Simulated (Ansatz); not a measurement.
```yaml
crystal:
  periodic: [false, false, false]
  atoms:
    - {symbol: Cl, position_ang: [-1.746516, -0.566577, -0.006089]}
    - {symbol: Ga, position_ang: [0.021508, 0.553399, 0.005056]}
    - {symbol: S, position_ang: [1.885740, -0.643341, -0.004868]}
    - {symbol: H, position_ang: [-0.046259, 2.114140, 0.019249]}
basis:
  gaussian: {orbitals: def2-TZVP}
magnetization: {spin_polarized: true, initial_magnetization: 1}
hamiltonian: {xc: pbe0}
relax: {f_tol: 0.004, max_steps: 80}
```

```sh
$ ansatz run in.yaml --threads 1 --pin off --events-out ev --progress --plain --max-ram 2176MiB
```

Steps of the relaxation (energy above the last step; positions in Å, forces in eV/Å):

```
4
step 1, 28.2 meV
Cl   -1.747   -0.567   -0.006   -0.676   -0.456   -0.005
Ga    0.022    0.553    0.005    0.972    0.368    0.004
S     1.886   -0.643   -0.005   -0.362    0.255    0.002
H    -0.046    2.114    0.019    0.066   -0.167   -0.001
```

```
4
step 2, 1.5 meV
Cl   -1.773   -0.596   -0.006   -0.065   -0.031    0.000
Ga    0.023    0.558    0.005    0.202    0.022    0.000
S     1.872   -0.615   -0.005   -0.104    0.049    0.000
H    -0.008    2.110    0.019   -0.032   -0.039    0.000
```

```
4
step 3, 0.1 meV
Cl   -1.770   -0.592   -0.006   -0.012   -0.008    0.000
Ga    0.033    0.559    0.005    0.032    0.019    0.000
S     1.869   -0.618   -0.005   -0.008   -0.006    0.000
H    -0.016    2.109    0.019   -0.013   -0.004    0.000
```

```
4
step 6, 0.0 meV
Cl   -1.766   -0.593   -0.006    0.000    0.000    0.000
Ga    0.037    0.563    0.005    0.000    0.000    0.000
S     1.866   -0.624   -0.005    0.000    0.000    0.000
H    -0.022    2.111    0.019    0.000    0.000    0.000
```

Close pairs at the end: Ga2–H4 1.550 Å, Cl1–Ga2 2.141 Å, Ga2–S3 2.180 Å.

A stationary point of unrestricted PBE0 after 6 steps, with ⟨S²⟩ = 0.756 against 0.75 for a pure state; no frequencies were run, so it isn't proven a minimum. 2.2 min on 1 thread of Arm Neoverse V1, shared host.
